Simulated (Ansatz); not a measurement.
# AlGe, quartet in cc-pVDZ: errors against full CI

Geometry: a point of a stretch scan, not a stationary point.

```xyz
2

Ge    0.0000    0.0000    0.0000
Al    0.0000    0.0000    1.9960
```

Basis cc-pVDZ; Ansatz 0.2.0. Only valence electrons are correlated (noble-gas cores and the filled d shells of p-block atoms frozen), which leaves 7 electrons in 26 orbitals. R marks a restricted (for open shells ROHF) determinant. Active spaces: valence = (7e, 8o) chosen from the atoms' valence shells. No spin–orbit coupling is included, and no scalar relativity.

Full CI is exact within this basis and frozen core; it isn't the basis-set limit.

- UHF ⟨S²⟩: 3.761
- T1 diagnostic (RCCSD): 0.0242
- largest doubles amplitude (RCCSD): 0.084

Problem. From what is known of these methods and the diagnostics, rank them by the size of their error in total energy against full CI in cc-pVDZ, smallest first (an estimate: the text doesn't fix the numbers).
A. RMP2
B. NEVPT2 (valence space)
C. RCCSDT
D. RCCSD
E. RHF

Solution. C (1.1 kJ/mol), D (18.1 kJ/mol), B (51.8 kJ/mol), A (80.8 kJ/mol), E (339.0 kJ/mol).

All errors are against full CI in cc-pVDZ. Within each family the higher level lies nearer, as is usual though not guaranteed.

The full-CI state has the irrep A2 of C2v, in the program's axes (one component, if the state is degenerate).

Natural occupations of full CI about the gap: 1.948 1.880 0.997 0.979 0.979 0.050 0.050 0.023 0.013 0.013; effectively unpaired electrons, Σ n²(2−n)², 3.08.
